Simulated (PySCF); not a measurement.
# CF3: the cost of one run

The runs use PySCF 2.14.0; levels as typed in each script, gas phase, geometry from GFN2-xTB.

1 further run of the same task is left out (it didn't finish).

## 1. The system as given

SMILES `F[C+](F)F`, 4 atoms, charge 1, spin multiplicity 1.

Bond lengths: F1–C2 1.237 Å, C2–F3 1.237 Å, C2–F4 1.237 Å. Angles: F1–C2–F3 120.0°, F1–C2–F4 120.0°, F3–C2–F4 120.0°.

As a file:

```tsv
atom	x (Å)	y (Å)	z (Å)
F1	-1.1951	-0.3202	0.0000
C2	0.0000	0.0000	0.0000
F3	0.8749	-0.8749	0.0000
F4	0.3202	1.1951	0.0000
```

## 2. Density, bond paths and surface potential (B3LYP/6-31g*)

Contents of input.py:

```python
import numpy as np
from pyscf import gto, scf, dft
from pyscf.scf import atom_ks, atom_hf
from scipy.linalg import block_diag

def solve(mol, dm0=None, hcore=None):
    mf = (dft.UKS if mol.spin else dft.RKS)(mol, xc='b3lyp')
    mf.grids.level = 3
    mf = mf.density_fit(auxbasis='def2-universal-jkfit')
    mf.conv_tol, mf.max_cycle = 1e-8, 80
    if hcore is not None:
        mf.get_hcore = lambda *args: hcore
    mf.kernel(dm0)
    if not mf.converged:
        mf = mf.newton().run(mf.mo_coeff, mf.mo_occ, max_cycle=30)
    assert mf.converged, 'SCF not converged'
    return mf

mol = gto.M(atom='''
F     -1.19510    -0.32022     0.00000
C      0.00000    -0.00003     0.00000
F      0.87488    -0.87486     0.00000
F      0.32022     1.19509     0.00000
''', basis='6-31g*', charge=1, spin=0, verbose=4)
mf = solve(mol)
mf.analyze()
# spherically averaged free atoms, for the promolecule
atm = atom_ks.get_atm_nrks(mol, xc='b3lyp')
pro = block_diag(*[(atm[a[0]][2] * atm[a[0]][3]) @ atm[a[0]][2].T for a in mol._atom])
np.savez('result.npz', e=mf.e_tot, c=mf.mo_coeff, occ=mf.mo_occ, eps=mf.mo_energy, pro=pro, dip=mf.dip_moment(verbose=0), s2=mf.spin_square()[0])
```

Launch:

```sh
> OMP_NUM_THREADS=1 python input.py
```

What time and memory should one allow on 1 thread of Intel Xeon Platinum 8259CL at 2.50GHz (Skylake/Cascade Lake), shared host?

About 5.1 s, with a peak of 0.24 GiB.
